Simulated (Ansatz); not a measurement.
**Relaxing Mo2Cl3**

Level of theory: DFT PBE, scalar-relativistic, plane waves, PAW in Ansatz 0.2.0. Cutoff 420 eV, Γ-centred k mesh, Gaussian smearing, collinear spin, first started from parallel moments.

Mo2Cl3 was placed on the A-type sesquioxide structure type (P-3m1, No. 164), with Mo in place of La, Cl in place of O, at a guessed volume.

```xyz
5
Lattice="4.2682 0.0000 0.0000 -2.1341 3.6964 0.0000 0.0000 0.0000 6.6406" Properties=species:S:1:pos:R:3 pbc="T T T"
Mo    0.0000    2.4642    1.6270
Mo    2.1341    1.2321    5.0137
Cl    0.0000    0.0000    0.0000
Cl    0.0000    2.4642    4.2832
Cl    2.1341    1.2321    2.3574
```

Steps on the 6×6×4 mesh (5 atoms). 12 of 20 steps are shown, and the free energy counts from the last. Trial steps that were taken back and renewals of the plane-wave basis can be among the rows.

```
step  ΔF (meV/atom) V (Å³/atom) P (GPa) largest force component (eV/Å)
   1          428.2        20.95     6.97                           1.080
   3          321.1        23.43     0.00                           0.272
   4          298.9        23.67     0.08                           0.114
   6          280.1        24.65    -0.11                           0.052
   8          275.1        24.78     0.29                           0.010
  10          270.6        25.94    -0.11                           0.044
  11          261.9        25.90    -1.69                           0.178
  13          134.0        22.76     0.77                           0.891
  15           35.4        22.30     2.12                           1.792
  17            8.6        22.63     0.76                           0.889
  18            1.2        22.46     0.48                           0.255
  20            0.0        22.30    -0.20                           0.023
```

A final relaxation ran on a 12×12×4 mesh. The relaxed crystal, P-3m1 (No. 164):

```
Mo Cl
1.0
     3.78882    0.00000    0.00000
    -1.89441    3.28122    0.00000
     0.00000    0.00000    8.99125
Mo Cl
2 3
Direct
  0.33333 0.66667 0.10520
  0.66667 0.33333 0.89480
  0.00000 0.00000 0.00000
  0.33333 0.66667 0.71692
  0.66667 0.33333 0.28308
```

```
Volume per atom          : 22.4 Å³
Density                  : 4.4 g/cm³
Energy over the elements : 0.16 eV/atom
Gap on the 12×12×4 mesh  : 0 eV (a metal)
Net moment per atom      : 0.11 μB
Largest site moment      : 0.18 μB
```

Energies over the elements count from the elements' standard structures at the same level (Cl₂ as a molecule), with no empirical corrections.

The final run used a 12×12×4 mesh on its 5-atom cell and 0.10 eV smearing. The k mesh leaves about 4 meV/atom of noise in metals. Weakly bound directions are ill-defined at this level, which has no dispersion term.

A structure relaxed within its symmetry needn't be a true minimum.

Cost: 3 runs of about 8 core-minutes in all, on Intel Xeon 6975P-C (Granite Rapids) (shared hosts).